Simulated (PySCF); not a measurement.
Molecule: `InChI=1S/C5H10S/c1-4-2-3-5(4)6/h4-6H,2-3H2,1H3/t4-,5-/m1/s1`.

Cartesian coordinates in Å; atom numbers follow the order of the lines, from 1:
```xyz
16

C    -1.639   -1.069    0.139
C    -0.187   -0.706   -0.100
C     0.686   -0.394    1.131
C     1.217    0.861    0.421
C     0.096    0.714   -0.615
S     0.564    0.814   -2.378
H    -2.119   -0.326    0.773
H    -2.175   -1.118   -0.806
H    -1.710   -2.038    0.628
H     0.283   -1.451   -0.745
H     1.426   -1.144    1.397
H     0.087   -0.156    2.008
H     2.202    0.710   -0.015
H     1.217    1.786    0.995
H    -0.738    1.398   -0.458
H     0.782    2.128   -2.388
```

Frames of a GFN2-xTB Langevin trajectory at 400 K; GIAO PBE0/pcSseg-1 shieldings in PySCF 2.14.0 with density-fitted response routines, gas phase, non-relativistic; equivalent atoms averaged within each frame.

Referencing at the same level of theory: 13C (186.93 ppm), 1H (31.72 ppm) vs TMS; 33S (503.73 ppm) vs CS2. The references are static minima.

Question: How do the shifts (ppm) fluctuate along the trajectory?

Answer: 
```tsv
time (fs)	C2	C5	C4	C3	C1	S6	H15	H10	H14	H12
optimised geometry	38.5	44.2	33.0	26.3	23.6	-48	3.08	2.14	2.28	1.45
250	58.7	53.2	27.3	26.6	20.8	-40	3.60	2.70	2.36	1.79
425	56.5	51.1	42.6	28.4	21.1	-30	2.77	1.72	4.70	1.47
625	47.5	47.4	37.1	32.6	36.0	-5	2.48	2.82	4.35	2.95
800	39.8	47.8	30.5	32.2	28.0	-10	3.90	1.70	1.65	1.31
1000	55.0	47.6	26.8	17.7	29.3	65	1.30	3.40	3.24	0.68
mean of frames	51.5	49.4	32.8	27.5	27.0	-4	2.81	2.47	3.26	1.64
standard deviation	7.8	2.6	6.8	6.1	6.3	41	1.02	0.74	1.29	0.84
```

5 frames give an uncertainty of the mean of about the standard deviation over 2.2 at best, since frames this close in time may not be independent; classical motion lacks zero-point vibration, and the reference would need the same averaging.
